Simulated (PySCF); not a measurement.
Species: trans-2-pentenal, C₅H₈O.
Atom-mapped SMILES: `[CH3:1][CH2:2]/[CH:3]=[CH:4]/[CH:5]=[O:6]` (hydrogens: H7, H8, H9 on C1; H10, H11 on C2; H12 on C3; H13 on C4; H14 on C5)

The calculation used PBE0-D3(BJ)/def2-SVP geometry optimisation, gas phase in PySCF.

Q: List the bond lengths, angles and torsions at this level.

A: 
```csv
bond,length (Å),order
C1–C2,1.527,single
C2–C3,1.490,single
C3=C4,1.342,double
C4–C5,1.467,single
C5=O6,1.206,double
"C1–H7, C1–H8, C1–H9",1.101,single
"C2–H10, C2–H11",1.103,single
C3–H12,1.100,single
C4–H13,1.095,single
C5–H14,1.123,single
```

Bonds in one row agree within 0.01 Å and their mean is given. Orders are formal, as drawn. A selection of angles:
```csv
angle,degrees
C2–C1–H7,111.4
H7–C1–H8,107.7
C1–C2–C3,112.6
C1–C2–H10,110.5
C3–C2–H10,109.7
C3–C2–H11,108.3
H10–C2–H11,106.6
C2–C3–C4,126.3
C2–C3–H12,116.1
C4–C3–H12,117.6
C3–C4–C5,121.1
C3–C4–H13,122.1
C5–C4–H13,116.8
C4–C5–O6,124.8
C4–C5–H14,114.1
O6–C5–H14,121.1
```

Torsions: C1–C2–C3–C4 120° (anticlinal); C2–C3–C4–C5 -179° (antiperiplanar); C3–C4–C5–O6 180° (antiperiplanar). The mirror-image conformer, all signs reversed, is as good.

The C–C distances run from 1.342 Å (C3=C4, drawn double) to 1.527 Å (C1–C2, drawn single), a spread of 0.185 Å. Of the pairs four or more bonds apart, H12···H14 is among the closest relative to their van der Waals radii: 2.31 Å, 96 % of the sum of Bondi's values.

Point group: C1 (no symmetry element, even within 0.4 Å). Stationary, but not proved a minimum. One conformer, not necessarily the lowest.

Hardware: one thread, Intel Xeon Platinum 8488C (x86_64), on a shared host. Cost: 40 s, 0.66 GiB resident at most. That covers the optimisation of the geometry.
